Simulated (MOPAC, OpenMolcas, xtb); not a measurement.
**How methods differ on NF3 (nitrogen trifluoride)**

NF3, singlet, SMILES `FN(F)F`. Each level relaxes the structure for itself.

Each level gives the zero-point energy at each level's own minimum (kJ/mol). The values are calculated.

| level | kind | program | value (kJ/mol) |
| --- | --- | --- | --- |
| AM1 | semi-empirical | MOPAC | 32.3 |
| GFN1-xTB | semi-empirical | xtb | 26.4 |
| PM6 | semi-empirical | MOPAC | 30.7 |
| PM6-D3 | semi-empirical | MOPAC | 30.6 |
| HF/3-21G | Hartree–Fock | OpenMolcas | 29.6 |
| HF/pcseg-0 | Hartree–Fock | OpenMolcas | 27.6 |
| HF/pcseg-1 | Hartree–Fock | OpenMolcas | 32.9 |
| HF/6-31G* (Cartesian functions) | Hartree–Fock | OpenMolcas | 33.5 |
| HF/aug-pcseg-1 | Hartree–Fock | OpenMolcas | 33.4 |
| HF/cc-pVTZ | Hartree–Fock | OpenMolcas | 33.6 |

Harmonic and unscaled. The values span 26.4 to 33.6 kJ/mol. Without the sets that lack polarisation functions the rows with a basis span only 32.9 to 33.6 kJ/mol.
